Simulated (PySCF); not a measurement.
Isomers of C4H7PS.

All values: PBE0/pcSseg-1 (PySCF) at GFN2-xTB geometries, gas phase, one conformer each.

Question: Rank by the highest IAO charge on any atom, highest value first.
A. `[CH3:1][CH2:2][C:3]1=[CH:4][P@@H:5]1=[S:6]` with C1–C2–C3–C4 -1°
B. `[CH2:1]=[CH:2][PH:3](=[S:4])[CH:5]=[CH2:6]` with C1–C2–P3–S4 114°, C2–P3–C5–C6 121°
C. `C1(C)=C([PH]1=S)C`

Answer: B (+0.989 e), A (+0.879 e), C (+0.861 e).

Question: Rank by HOMO–LUMO gap, highest first.
A. `[CH:1]#[C:2][CH2:3][P@@H:4]([CH3:5])=[S:6]` with C2–C3–P4–C5 55°
B. `[CH2:1]=[CH:2][PH:3](=[S:4])[CH:5]=[CH2:6]` with C1–C2–P3–S4 114°, C2–P3–C5–C6 121°
C. `S=[PH]1C(=C1C)C`
D. `[CH3:1][CH2:2][C:3]1=[CH:4][P@@H:5]1=[S:6]` with C1–C2–C3–C4 -1°

Answer: A (6.77 eV), C (5.94 eV), D (5.76 eV), B (5.12 eV).

All values together:

| SMILES | μ (D) | HOMO (eV) | LUMO (eV) | lowest IAO charge (e) | highest IAO charge (e) | lowest Hirshfeld charge (e) | highest Hirshfeld charge (e) |
| --- | --- | --- | --- | --- | --- | --- | --- |
| C=C[PH](=S)C=C | 4.67 | -6.46 | -1.34 | -0.592 (S) | +0.989 (P) | -0.336 (S) | +0.314 (P) |
| C#CC[P@@H](C)=S | 4.16 | -6.67 | 0.10 | -0.657 (C) | +0.980 (P) | -0.334 (S) | +0.334 (P) |
| CC1=C(C)[PH]1=S | 5.13 | -6.28 | -0.34 | -0.574 (S) | +0.861 (P) | -0.332 (S) | +0.242 (P) |
| CCC1=C[P@@H]1=S | 4.88 | -6.44 | -0.68 | -0.558 (S) | +0.879 (P) | -0.320 (S) | +0.254 (P) |

Conformers: `[CH2:1]=[CH:2][PH:3](=[S:4])[CH:5]=[CH2:6]` with C1–C2–P3–S4 114°, C2–P3–C5–C6 121°; `[CH:1]#[C:2][CH2:3][P@@H:4]([CH3:5])=[S:6]` with C2–C3–P4–C5 55°; `[CH3:1][CH2:2][C:3]1=[CH:4][P@@H:5]1=[S:6]` with C1–C2–C3–C4 -1°.
